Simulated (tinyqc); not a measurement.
Inside a calculation. Method: Pariser-Parr-Pople SCF with singles CI, for the molecule Fc1cnc[cH-]1 (SMILES; centres numbered as the heavy atoms are written). One step of it, computed by the program tinyqc.

Question. Iteration 2: orbitals and new P. Diagonalise F (the basis is taken as orthonormal) and form P = 2 sum c c over the lowest orbitals; 0.5 of the old P is kept.

F (eV):
```
            1F         2C         3C         4N         5C         6C
1F  -13.061350  -3.288324   0.594492  -0.144951  -0.155312   0.599523
2C   -3.288324   0.645837  -4.592565   0.617159   0.598318  -4.551210
3C    0.594492  -4.592565   0.823285  -4.643842   0.846797   0.476319
4N   -0.144951   0.617159  -4.643842  -1.064673  -4.884852   0.758928
5C   -0.155312   0.598318   0.846797  -4.884852   1.300878  -4.544423
6C    0.599523  -4.551210   0.476319   0.758928  -4.544423   0.616396
```

pi electrons, sum of z_r less the charge = 8

P after iteration 1:
```
           1F         2C         3C         4N         5C         6C
1F   1.875735   0.307903  -0.218604   0.074928   0.080438  -0.220454
2C   0.307903   1.140450   0.628261  -0.220891  -0.216760   0.617310
3C  -0.218604   0.628261   1.256191   0.598646  -0.306818  -0.172626
4N   0.074928  -0.220891   0.598646   1.267669   0.661091  -0.271668
5C   0.080438  -0.216760  -0.306818   0.661091   1.179671   0.615346
6C  -0.220454   0.617310  -0.172626  -0.271668   0.615346   1.280284
```

Give: orbital energies; P after iteration 2.

Answer.

orbital energies (eV): -13.8441  -7.4906  -3.7356  -2.8874  8.4785  8.7397

P after iteration 2:
```
         1F       2C       3C       4N       5C       6C
1F   1.9213   0.2379  -0.1758   0.0601   0.0617  -0.1724
2C   0.2379   1.1452   0.6518  -0.2270  -0.2152   0.6222
3C  -0.1758   0.6518   1.2170   0.5960  -0.3118  -0.1889
4N   0.0601  -0.2270   0.5960   1.3101   0.6493  -0.2594
5C   0.0617  -0.2152  -0.3118   0.6493   1.1479   0.6364
6C  -0.1724   0.6222  -0.1889  -0.2594   0.6364   1.2584
```
